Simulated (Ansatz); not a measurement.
A made-up structure of CH$_{3}$SSi, doublet:

```
6
angstrom
C -0.2628 0.5828 -0.7469
Si 0.2062 -0.4284 0.6653
S 0.4252 2.0461 0.0439
H -0.2517 0.1823 -1.7552
H -0.5717 1.6196 -0.6503
H 0.1094 0.3422 1.9291
```

It is relaxed with PBE-D4/def2-SVP and then PBE0-D4/def2-TZVP (Ansatz 0.2.0). Atoms count as bonded within 1.22 times the sum of their covalent radii (H–H: 0.88 Å). The end point is not checked to be a true minimum.

Question: Does its bonding change? (A judgement: the text doesn't fix the answer.)

Answer: The calculation gives: Yes. Formed: none; broken: S3–H5.

Where it ends: The first stage lowers the energy by 4.63 eV in 12 steps. It ends as CH₃SSi ([CH2]1[SiH][S]1):
```json
{"atom": "C1", "x (Å)": "-0.3518", "y (Å)": "0.7909", "z (Å)": "-0.7355"}
{"atom": "Si2", "x (Å)": "0.5110", "y (Å)": "-0.0116", "z (Å)": "0.6957"}
{"atom": "S3", "x (Å)": "1.1389", "y (Å)": "1.7666", "z (Å)": "-0.1919"}
{"atom": "H4", "x (Å)": "-0.2350", "y (Å)": "0.3591", "z (Å)": "-1.7241"}
{"atom": "H5", "x (Å)": "-1.2858", "y (Å)": "1.3301", "z (Å)": "-0.6055"}
{"atom": "H6", "x (Å)": "-0.1227", "y (Å)": "0.1093", "z (Å)": "2.0472"}
```

Labels in which every atom is bracketed show which atoms are joined, not bond orders.

For scale, one of the runs: PBE0-D4/def2-TZVP relaxation, 123 basis functions, launched by `ansatz run in.yaml --threads 2 --pin off --events-out ev --progress --plain --max-ram 4352MiB`. The run took about 30 s on 2 CPU threads of an Arm Neoverse N1 (shared host).
